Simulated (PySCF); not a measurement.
C₄H₇ (doublet state).
Cartesian coordinates in Å at the GFN2-xTB level; atoms count from 1:
```
atom  x, y, z in Å
C1     1.549   -0.280    0.124
C2     0.208   -0.011    0.545
C3    -0.711    0.874   -0.295
C4    -0.981   -0.584   -0.224
H5     1.785   -0.373   -0.918
H6     2.337   -0.397    0.840
H7     0.072    0.066    1.617
H8    -1.363    1.552    0.234
H9    -0.307    1.274   -1.212
H10   -1.823   -0.932    0.355
H11   -0.762   -1.186   -1.093
```

The hyperfine couplings belong to this conformer and change with its torsions.

As a line formula: `[CH2]C1CC1` [radical].

Theory: PySCF 2.14.0, UKS B3LYP, pcH-1 on C H, non-relativistic, mean-field spin-orbit, GIAO. Geometry: GFN2-xTB, one conformer, isolated molecule. A GFN2-xTB geometry isn't a minimum of the functional, and hyperfine couplings can be far from their values at a DFT geometry. No stability test was run, so a lower SCF solution isn't excluded.

Computed for the main isotopes (class means, splittings of 0.05 mT or more): g = 2.0026; H6 1H -61.1 MHz (2.18 mT); H5 1H -58.5 MHz (2.09 mT); H8/H10 1H +9.5 MHz (0.34 mT); H9/H11 1H -6.3 MHz (0.23 mT); H7 1H +2.1 MHz (0.08 mT); 72 first-order lines, 5.47 mT wide.

(1) What changes when 1H at H5 is replaced by 2H?

(2) Where do the 13C satellites of C1 appear, and how strong are they?

(3) Give position and intensity of the satellites from 13C at C3/C4.

(4) Give position and intensity of the satellites from 13C at C2.

## Answers

(1) The spin density stays the same (vibrational effects aside), so a scales with the nuclear g factor: 0.85744/5.58569 = 0.1535, so a goes from -58.5 to -9.0 MHz (0.320 mT). The spin goes from 1/2 to 1, so the 1:1 doublet becomes a 1:1:1 triplet. The spectrum then has 108 first-order lines over 4.03 mT.

(2) a = +78.7 MHz, or 2.81 mT in magnitude, and I = 1/2, so to first order each main line has two satellites, at ±1.40 mT. The isotope's abundance is about 1.07 %, shared among 2 lines, so each has 0.54 % of the main line's intensity.

(3) a = +54.2 MHz (class mean), or 1.93 mT in magnitude, and I = 1/2, so to first order each main line has two satellites, at ±0.97 mT. The isotope's abundance is about 1.07 % at each of 2 sites, shared among 2 lines, so each has 1.1 % of the main line's intensity.

(4) a = -39.2 MHz, or 1.40 mT in magnitude, and I = 1/2, so to first order each main line has two satellites, at ±0.70 mT. The isotope's abundance is about 1.07 %, shared among 2 lines, so each has 0.54 % of the main line's intensity.

Nuclei that the bonding pattern makes equivalent are averaged, as if the motion that swaps them (rotation, inversion, ring flip) were fast. H5 and H6 aren't averaged: C1 is flat or nearly so (angle sum 360°), and its turn about the short C1–C2 bond (1.43 Å) is taken as slow.

On Arm Neoverse V1, one thread, shared host with 32 logical CPUs at a one-minute load of 9.4, this took 15 s of wall time (grids of density and orbitals included) and 0.68 GiB of memory at its peak.
